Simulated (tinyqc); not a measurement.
Worked calculation: UHF in the sto-6g basis, for NH3+, spin multiplicity 2. One step of it, computed by the program tinyqc.

Problem. Orthogonalisation. S = U s U^T; symmetric (Loewdin) form X = U s^(-1/2) U^T, so that X^T S X = 1.

overlap S, lower triangle:
```
,1N 1s,1N 2s,1N 2px,1N 2py,1N 2pz,2H 1s,3H 1s,4H 1s
1N 1s,1.000000
1N 2s,0.229416,1.000000
1N 2px,0.000000,0.000000,1.000000
1N 2py,0.000000,0.000000,0.000000,1.000000
1N 2pz,0.000000,0.000000,0.000000,0.000000,1.000000
2H 1s,0.065823,0.520468,0.440098,0.000000,-0.104099,1.000000
3H 1s,0.065875,0.520690,-0.219950,0.381309,-0.104162,0.209363,1.000000
4H 1s,0.065875,0.520690,-0.219950,-0.381309,-0.104162,0.209363,0.209287,1.000000
```

Give: eigenvalues of S; X.

Solution.

eigenvalues of S: 0.251  0.346  0.346  0.939  1.032  1.444  1.445  2.197

X, lower triangle:
```
,1N 1s,1N 2s,1N 2px,1N 2py,1N 2pz,2H 1s,3H 1s,4H 1s
1N 1s,1.024
1N 2s,-0.152,1.471
1N 2px,0.000,0.000,1.183
1N 2py,0.000,0.000,0.000,1.183
1N 2pz,0.007,-0.089,0.000,0.000,1.017
2H 1s,0.021,-0.354,-0.348,0.000,0.070,1.291
3H 1s,0.021,-0.354,0.174,-0.301,0.070,-0.058,1.291
4H 1s,0.021,-0.354,0.174,0.301,0.070,-0.058,-0.058,1.291
```
